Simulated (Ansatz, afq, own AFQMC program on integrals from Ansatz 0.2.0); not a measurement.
# BH$_{4}$, doublet: AFQMC among the cluster methods

```xyz
5

H    -1.9919    0.0000    0.0000
H    -1.0769    0.0000    0.0000
B     0.1611    0.0000    0.0000
H     0.6702    0.0000    1.0770
H     0.6702    0.0000   -1.0770
```

Basis cc-pVTZ. Only valence electrons are correlated. Integrals, coupled cluster, full CI and functionals: Ansatz 0.2.0; the random walks run on the same integrals in our own AFQMC program. The CISD trial takes its coefficients from CCSD amplitudes. Released means that phaseless walkers are propagated on without the constraint, phases kept. Uncertainties: one standard error, sampling alone.

Determinant: UHF, the one that the program's search chose, which needn't be the lowest solution. The geometry is a point of a scan.

No full CI on the walks' own integrals is used here; CCSDT(Q) serves as the reference and is uncertain by about the last step of the cluster series.

The T1 diagnostic is 0.0112 and the weight of the determinant in the CISD state is 0.932. The ⟨S²⟩ of the determinant is 0.765 and the size of the correlated space is 7 electrons in 85 orbitals.

Reference: CCSDT(Q), correlation energy -4.178 eV. The released energy is read at 2.40 1/Eh (meV from the phaseless value at times in 1/Eh: -2.5 ± 2.0 at 0.24, -2.9 ± 1.1 at 0.51, -3.9 ± 1.2 at 0.99, -5.5 ± 1.7 at 1.62, -7.1 ± 2.0 at 2.40).

```csv
level,E − E(reference) (kcal/mol),share of correlation (%)
HF,96.35,0.00
MP2,18.21,81.10
CCSD,2.40,97.51
CCSD(T),0.40,99.58
CCSDT,0.04,99.96
ph-AFQMC/CISD,0.12 ± 0.05,99.88
released AFQMC,-0.04 ± 0.05,100.05
```

A walk keeps the symmetry of its determinant, which the program's search chose and which needn't be the lowest solution, so a lower state of the same spin and another symmetry isn't excluded. Released energies are given only where the last usable release times agree within the noise; a slower fall can still hide under it.
